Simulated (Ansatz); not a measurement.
**AlH3Cl (doublet): from Hartree-Fock to the top rungs at distance Al1–H4 along a hydrogen transfer = 1.586 Å, cc-pVDZ**

An exercise on one series of results from a longer session: the logs are not shown, and one member is left open.

Program: Ansatz 0.2.0, Gaussian basis. Level of theory: cc-pVDZ, core rule «outside noble gas», up to 10 orbitals frozen. These are calculated values, not measurements.

To be run: UHF; CCSD(T) on ROHF; CCSD(T) on UHF; BCCD(T) on ROHF; CISD; CCSDT(Q) on ROHF; CCSDT(Q) on UHF; CASSCF and MRCISD+Q, 3 electrons in 3 orbitals; CASSCF and NEVPT2, 3 electrons in 3 orbitals.

13 further runs of the same task are left out: 9 for a known fault of the program, 1 for a mislabelled method, 1 that didn't finish, 2 set aside as unsound or not needed.

### The geometry

The geometry derives from fragments relaxed apart (PBE0/def2-TZVP) and kept rigid, so it is no stationary point. A hydrogen atom is moved between rigid fragments.

5 atoms, charge 0, spin multiplicity 2.

Atoms are counted from 1 here; the program's logs count them from 0.

Bond lengths: Al1–H2 1.586 Å, Al1–H3 1.586 Å, Al1–H4 1.586 Å. Angles: H2–Al1–H3 120.0°, H2–Al1–H4 120.0°, H3–Al1–H4 120.0°.

Coordinates:

```xyz
5
charge 0, multiplicity 2
Al   -2.0381    0.0000    0.0000
H    -2.8310    1.3734    0.0000
H    -2.8310   -1.3734    0.0000
H    -0.4522    0.0000    0.0000
Cl    1.7249    0.0000    0.0000
```

The first run:

File in.yaml:

```yaml
crystal:
  periodic: [false, false, false]
  atoms:
    - {symbol: Al, position_ang: [-2.038084, 0.000000, 0.000000]}
    - {symbol: H, position_ang: [-2.831008, 1.373384, 0.000000]}
    - {symbol: H, position_ang: [-2.831008, -1.373384, 0.000000]}
    - {symbol: H, position_ang: [-0.452237, 0.000000, 0.000000]}
    - {symbol: Cl, position_ang: [1.724916, 0.000000, 0.000000]}
basis:
  gaussian: {orbitals: cc-pVDZ}
magnetization: {spin_polarized: true, initial_magnetization: 1}
hamiltonian: {xc: hf}
output: {orbitals: {seedname: orbitals}}
```

Run with:

```console
$ ansatz run in.yaml --threads 1 --pin off --events-out ev --progress --plain --max-ram 2393MiB
```

Among the steps run: UHF; CCSD(T) on ROHF; CCSD(T) on UHF; BCCD(T) on ROHF; CISD; CCSDT(Q) on ROHF; CCSDT(Q) on UHF; CASSCF and MRCISD+Q, 3 electrons in 3 orbitals; CASSCF and NEVPT2, 3 electrons in 3 orbitals.

One table of the session follows, with a row left open; its other results are not shown here.

```
       method  from UCCSDT(Q) (kcal/mol)
         ROHF                    +151.30
          UHF                    +148.46
         RMP2                     +27.44
         UMP2                     +27.80
         CISD                          ?
        RCCSD                      +2.41
        UCCSD                      +2.36
     RCCSD(T)                      +0.56
     UCCSD(T)                      +0.56
      BCCD(T)                      +0.56
       RCCSDT                      +0.14
       UCCSDT                      +0.13
    RCCSDT(Q)                      +0.01
    UCCSDT(Q)                          0
  CASSCF pair                    +142.71
  NEVPT2 pair                     +27.05
  MRCISD pair                     +12.73
MRCISD+Q pair                      +0.31
```

Q: Estimate the row for CISD from the others.

As computed: from UCCSDT(Q) (kcal/mol): +14.28. In the column «from UCCSDT(Q) (kcal/mol)» it lies between MRCISD pair (+12.73) and NEVPT2 pair (+27.05).

Caveats from the session: Restricted and unrestricted rows rest on different reference determinants; where their highest levels disagree by more than a few hundredths of an eV, they describe different states and don't form one ladder.
